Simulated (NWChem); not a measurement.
A series in which one site is exchanged, each optimised at PBE0/def2-SVP with NWChem, gas phase unless a solvent is named.  Shieldings are non-relativistic GIAO values without spin-orbit effects.

A: C (CH₄; site = H)
B: [CH3][Li] (CH3Li; site = Li)
C: CCl (CH₃Cl; site = Cl)
D: CF (CH$_{3}$F; site = F)

Problem. Rank them by 13C shift against tetramethylsilane, KT2/pcSseg-1 (ppm), lowest first.

Solution. B (-26.3), A (-5.4), C (30.7), D (71.3)
